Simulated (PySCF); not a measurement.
Coordinates in bohr (charge 1 multiplicity 4):
```
C     0.7548   -1.3074    0.0000
C    -1.5097    0.0000    0.0000
C     0.7548    1.3074    0.0000
```

Computed with UPBE0 in PySCF with C def2-TZVP; no relativity; density-fitted integrals.

This geometry of [C3]+ is a stationary point at this level.

(1) What is the point group?

(2) Is it a minimum?

(3) Which band is strongest in the infrared?

(4) What are the dipole moment and the gap between the highest occupied and lowest empty levels of either spin?

Answers

(1) D3h.

(2) Yes: all harmonic wavenumbers are real.

(3) 1227 cm⁻¹ (e'), 59 km/mol.

(4) 0.00 D about the centre of mass and 3.69 eV.

Only a few start shapes were tried, so a lower isomer may exist. At this level a doublet minimum of C2v symmetry lies 45 kJ/mol below this structure.
